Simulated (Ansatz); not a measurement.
## Correlation methods on NO2, doublet

Program: Ansatz, Gaussian basis, development build; BCCD by scripts on PySCF. Nonrelativistic, STO-3G, 3 core orbitals frozen. Perturbation and coupled-cluster methods stand on the Hartree–Fock determinant that coupled cluster favours; RHF here means ROHF, with semicanonical perturbation theory. The state met can differ between shapes. A minimal or small basis: far from the basis limit. The unrestricted determinant is a mixture of spins, so it may stand for another state.

Shape A. A bond is stretched, to 1.37 times the sum of the covalent radii.

```xyz
3

N     0.0000    0.0000    0.0000
O     0.0000    1.7256    0.7325
O     0.0000   -1.0991    0.4665
```

Shape B. A bond is stretched, to 1.44 times the sum of the covalent radii.

```tsv
atom	x (Å)	y (Å)	z (Å)
N	0.0000	0.0000	0.0000
O	0.0000	1.8135	0.7698
O	0.0000	-1.0991	0.4665
```

Shape C. A bond is stretched, to 1.31 times the sum of the covalent radii.

```xyz
3

N     0.0000    0.0000    0.0000
O     0.0000    1.6486    0.6998
O     0.0000   -1.0991    0.4665
```

Correlation energy of CCSD(T), then each method's total less that of CCSD(T), in eV:

```tsv
case	E corr CCSD(T)	CCSD	BCCD	BCCD(T)	determinant
A RHF	-7.288	+0.418	+0.493	-0.001	–
A UHF	-3.946	+0.130	+0.238	-0.017	⟨S²⟩ = 2.006
B RHF	-7.924	+0.446	+0.495	-0.006	0.52 eV over the lowest such Hartree–Fock solution met
C RHF	-6.752	+0.374	+0.480	+0.001	–
```

Task: Give full CI less CCSD(T). Is CCSD(T) good to 1 kcal/mol?

Result: A RHF: -0.152 eV (outside); A UHF: -0.282 eV (outside, spin-contaminated determinant); B RHF: -0.103 eV (outside); C RHF: -0.195 eV (outside).

Task: Which method comes nearest to full CI in total energy for A UHF?

Result: BCCD(T), 0.265 eV away; next CCSD(T) (0.282 eV), last BCCD (0.520 eV).

Several Brueckner solutions were met.
